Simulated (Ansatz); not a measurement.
Which is lower?

The two ends of one reaction step of C₃H₇, doublet (PBE0-D4/def2-TZVP).

A:

```csv
atom,x (Å),y (Å),z (Å)
H1,-0.8073,-0.5704,-0.8963
C2,0.1119,-0.7107,-1.4552
C3,1.2796,-0.3012,-0.9867
C4,-1.0445,0.7587,1.8311
H5,0.0265,-1.2036,-2.4177
H6,1.3667,0.1916,-0.0241
H7,2.1983,-0.4416,-1.5462
H8,-0.8748,1.4212,0.9947
H9,-0.6266,-0.2377,1.8257
H10,-1.6297,1.0938,2.6749
```

B:

| atom | x (Å) | y (Å) | z (Å) |
| --- | --- | --- | --- |
| H1 | -1.2003 | 0.1066 | 0.6110 |
| C2 | 0.2351 | -0.8671 | -1.7764 |
| C3 | 1.3445 | -0.4266 | -1.2582 |
| C4 | -1.0317 | 0.6266 | 1.5537 |
| H5 | -0.0938 | -1.3749 | -2.6709 |
| H6 | 1.3721 | 0.0707 | -0.2916 |
| H7 | 2.3014 | -0.5363 | -1.7738 |
| H8 | -0.6070 | 1.6106 | 1.3551 |
| H9 | -0.3425 | 0.0488 | 2.1695 |
| H10 | -1.9778 | 0.7417 | 2.0818 |

Ansatz 0.2.0; basis: def2-TZVPP; cores frozen in the correlated methods; orbitals are unrestricted. B3LYP uses VWN-RPA correlation.

Question: Which structure is lower at CCSD(T), and by how much? (Judge from chemistry; the value comes from the calculation.)

Answer: The calculation gives: A, by 6.21 kcal/mol (electronic energy, against the other). By their contacts, A is a complex of C₂H₄ (C=C) + CH₃ and B is a complex of C₂H₃ ([CH][CH2]) + CH₄.

All methods give the same order:

```json
{"method": "SPW92", "E(B) − E(A) (kcal/mol)": "2.10"}
{"method": "PBE-D4", "E(B) − E(A) (kcal/mol)": "3.71"}
{"method": "BLYP-D4", "E(B) − E(A) (kcal/mol)": "4.31"}
{"method": "r2SCAN-D4", "E(B) − E(A) (kcal/mol)": "4.64"}
{"method": "B97M-V", "E(B) − E(A) (kcal/mol)": "4.16"}
{"method": "PBE0-D4", "E(B) − E(A) (kcal/mol)": "4.88"}
{"method": "B3LYP-D4", "E(B) − E(A) (kcal/mol)": "5.16"}
{"method": "r2SCAN0-D4", "E(B) − E(A) (kcal/mol)": "5.31"}
{"method": "BHLYP-D4", "E(B) − E(A) (kcal/mol)": "6.37"}
{"method": "CAM-B3LYP-D4", "E(B) − E(A) (kcal/mol)": "5.38"}
{"method": "wB97X-V", "E(B) − E(A) (kcal/mol)": "5.21"}
{"method": "wB97M-V", "E(B) − E(A) (kcal/mol)": "5.45"}
{"method": "B2PLYP", "E(B) − E(A) (kcal/mol)": "5.69"}
{"method": "PBE-QIDH", "E(B) − E(A) (kcal/mol)": "6.23"}
{"method": "RPA on PBE", "E(B) − E(A) (kcal/mol)": "6.33"}
{"method": "HF", "E(B) − E(A) (kcal/mol)": "5.48"}
{"method": "MP2", "E(B) − E(A) (kcal/mol)": "11.63"}
{"method": "CCSD", "E(B) − E(A) (kcal/mol)": "6.37"}
{"method": "CCSD(T)", "E(B) − E(A) (kcal/mol)": "6.21"}
```

No T1 diagnostic of these runs exceeds 0.032. ⟨S²⟩ of the unrestricted Hartree–Fock references: 0.76 to 0.93 (a pure state has 0.75). The unrestricted reference is spin-contaminated, which hurts MP2 most.

Labels in which every atom is bracketed show which atoms are joined, not bond orders.

For scale, one of the runs: CCSD(T)/def2-TZVPP, 191 basis functions, launched by `ansatz run in.yaml --threads 4 --pin off --events-out ev --progress --plain --max-ram 9574MiB`. Time: 84 s of wall clock on 4 CPU threads of a Oxide Virtual Turin-like; the host was shared. Peak host memory: 5.6 GiB.
